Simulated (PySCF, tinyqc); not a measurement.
Inside a calculation. Method: CIS and TDHF on RHF in the sto-3g basis, frozen core, for CH2, spin multiplicity 1. The lowest restricted solution is unstable here: a spin-polarised one lies 0.0329 hartree lower (PySCF). One step of it, computed by the program tinyqc.

Question. CIS triplet states. Diagonalise A (1 hartree = 27.211386 eV); each vector has its largest component positive (the first on a tie).

CIS matrix A, triplet (hartree):
```
          2>5        2>6        2>7       3>5        3>6        3>7        4>5        4>6
2>5  0.508982   0.000000   0.000000  0.000000   0.000000   0.000000   0.044456   0.000000
2>6  0.000000   0.917874   0.000000  0.000000   0.000000  -0.111303   0.000000  -0.055706
2>7  0.000000   0.000000   1.005497  0.000000  -0.111303   0.000000   0.000000   0.000000
3>5  0.000000   0.000000   0.000000  0.264301   0.000000   0.000000   0.000000   0.000000
3>6  0.000000   0.000000  -0.111303  0.000000   0.637787   0.000000   0.000000   0.000000
3>7  0.000000  -0.111303   0.000000  0.000000   0.000000   0.697675   0.000000  -0.033850
4>5  0.044456   0.000000   0.000000  0.000000   0.000000   0.000000  -0.054908   0.000000
4>6  0.000000  -0.055706   0.000000  0.000000   0.000000  -0.033850   0.000000   0.476245
4>7  0.000000   0.000000   0.010756  0.000000  -0.033850   0.000000   0.000000   0.000000

           4>7
2>5   0.000000
2>6   0.000000
2>7   0.010756
3>5   0.000000
3>6  -0.033850
3>7   0.000000
4>5   0.000000
4>6   0.000000
4>7   0.473646
```

Give: triplet excitation energies; lowest vectors.

Answer.

triplet excitation energies (eV): -1.589  7.192  12.487  12.699  13.945  16.681  18.110  26.324  28.225

lowest vectors:
```
     state 1  state 2  state 3  state 4  state 5  state 6
2>5   -0.078    0.000    0.000    0.000    0.997    0.000
2>6    0.000    0.000    0.169    0.000    0.000    0.000
2>7    0.000    0.000    0.000    0.024    0.000    0.272
3>5    0.000    1.000    0.000    0.000    0.000    0.000
3>6    0.000    0.000    0.000    0.209    0.000    0.940
3>7    0.000    0.000    0.215    0.000    0.000    0.000
4>5    0.997    0.000    0.000    0.000    0.078    0.000
4>6    0.000    0.000    0.962    0.000    0.000    0.000
4>7    0.000    0.000    0.000    0.978    0.000   -0.207
```

A negative triplet energy shows that the restricted solution is unstable towards a spin-polarised one.
